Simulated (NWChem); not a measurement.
Species: F, doublet

All runs: NWChem. Spin-unrestricted. Medium grid unless said otherwise, to which SCAN and Minnesota functionals are sensitive. The open p shell is one determinant without spherical averaging. No stability test was run on the SCF state. B3LYP is NWChem's, with the RPA form of VWN correlation. Total energies of different functionals are on different scales.

```json
[
 {"level": "B3LYP/def2-TZVP", "energy (Ha)": "-99.7701", "highest occupied level (eV)": "-12.17", "lowest empty minus highest occupied level, either spin (eV)": "4.75", "<S²>": "0.751"},
 {"level": "PBE/def2-TZVP", "energy (Ha)": "-99.6691", "highest occupied level (eV)": "-10.14", "lowest empty minus highest occupied level, either spin (eV)": "0.98", "<S²>": "0.751"},
 {"level": "M06-L/def2-TZVP", "energy (Ha)": "-99.7538", "highest occupied level (eV)": "-10.41", "lowest empty minus highest occupied level, either spin (eV)": "2.75", "<S²>": "0.753"},
 {"level": "BHandHLYP/def2-TZVP", "energy (Ha)": "-99.7447", "highest occupied level (eV)": "-14.81", "lowest empty minus highest occupied level, either spin (eV)": "10.51", "<S²>": "0.752"},
 {"level": "M06-2X/def2-TZVP", "energy (Ha)": "-99.7337", "highest occupied level (eV)": "-14.77", "lowest empty minus highest occupied level, either spin (eV)": "10.20", "<S²>": "0.752"},
 {"level": "revPBE/def2-TZVP", "energy (Ha)": "-99.7349", "highest occupied level (eV)": "-10.07", "lowest empty minus highest occupied level, either spin (eV)": "1.14", "<S²>": "0.751"},
 {"level": "M06/def2-TZVP", "energy (Ha)": "-99.7345", "highest occupied level (eV)": "-12.30", "lowest empty minus highest occupied level, either spin (eV)": "5.83", "<S²>": "0.752"},
 {"level": "CAM-B3LYP/def2-TZVP", "energy (Ha)": "-99.7469", "highest occupied level (eV)": "-14.14", "lowest empty minus highest occupied level, either spin (eV)": "8.57", "<S²>": "0.751"},
 {"level": "PBE0/def2-TZVP", "energy (Ha)": "-99.6762", "highest occupied level (eV)": "-12.46", "lowest empty minus highest occupied level, either spin (eV)": "5.88", "<S²>": "0.752"}
]
```
